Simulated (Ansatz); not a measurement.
**Potassium, bcc: convergence with cold smearing**

Computed with Ansatz, r²SCAN, scalar-relativistic PAW, on the relaxed cell (a = 5.340 Å; spin not included). Errors count from a run at 500 eV on a Γ-centred 14×14×14 mesh with Fermi-Dirac smearing of 0.1 eV, extrapolated to zero width. Fixed here: cutoff 500 eV, mesh 8×8×8. The SCF starts from atomic densities corrected by a trained network.

```csv
width (eV),E(σ→0) error (meV/atom),F error (meV/atom),P (GPa),SCF iterations
0.03,7.3,7.0,0.02,5
0.1,6.5,6.1,0.02,5
0.2,5.6,4.0,0.02,6
0.3,3.9,1.7,0.02,6
0.6,0.8,-6.4,0.02,6
1.0,1.1,-31.5,0.06,6
```

What does the run at 0.01 give (width)?

E(σ→0) error (meV/atom): 7.5; F error (meV/atom): 7.5; P (GPa): 0.02; SCF iterations: 5.
